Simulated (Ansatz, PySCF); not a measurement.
Molecule: cyanoethylene, C3H3N, net charge 0, singlet state. 
Structure (B3LYP-D3(BJ)/def2-TZVP (Ansatz, a quantum-chemistry and plane-wave program) minimum search):
```xyz
7

C     -0.1624    -1.6316     0.0047
C      0.5687    -0.5193    -0.0022
C     -0.0050     0.7858    -0.0018
H     -1.2435    -1.6002     0.0112
H      0.3125    -2.6029     0.0041
H      1.6516    -0.5573    -0.0087
N     -0.4469     1.8501    -0.0016
```
Charge 0, spin multiplicity 1.

Quantity: atomisation energy (electronic, to ground-state atoms), in kJ/mol. Cores are frozen in the correlated levels unless marked. Open shells are spin-unrestricted. No spin-orbit coupling. No relativistic terms. The coupled-cluster limit lacks core correlation, which all-electron functionals hold. CBS marks a two-point X^-3 extrapolation of the correlation energy; Hartree-Fock from the larger set.

The Hartree-Fock reference is unstable (checked in the largest basis), which strains HF and MP2. 

```
level                                program  atomisation energy (kJ/mol)
----------------------------  --------------  ---------------------------
r2SCAN/def2-TZVPD                     Ansatz                       3181.8
r2SCAN-D3(BJ)/def2-TZVPD      Ansatz + dftd3                       3184.8
B3LYP-D4/def2-TZVPD           Ansatz + dftd4                       3200.9
B3LYP/def2-TZVPD                      Ansatz                       3184.9
BHLYP-D4/def2-TZVPD           Ansatz + dftd4                   (withheld)
TPSSh-D4/def2-TZVPD            PySCF + dftd4                       3186.9
r2SCANh/def2-TZVPD                    Ansatz                       3150.7
r2SCAN0/def2-TZVPD                    Ansatz                       3105.6
M06-2X/def2-TZVPD                      PySCF                       3185.1
CAM-B3LYP/def2-TZVPD                  Ansatz                   (withheld)
wB97X-V/def2-TZVPD                    Ansatz                       3180.9
RPA@PBE/cc-pVQZ                       Ansatz                       2994.4
SCS-MP2/STO-3G                        Ansatz                       3009.0
SCS-MP2/aug-cc-pVTZ                   Ansatz                       3173.6
CCSD(T)/CBS(cc-pVTZ,cc-pVQZ)          Ansatz                       3175.5
```

### Question
Complete the blanks.

### Answer

- BHLYP-D4/def2-TZVPD, atomisation energy (kJ/mol): 3060.4
- CAM-B3LYP/def2-TZVPD, atomisation energy (kJ/mol): 3190.2
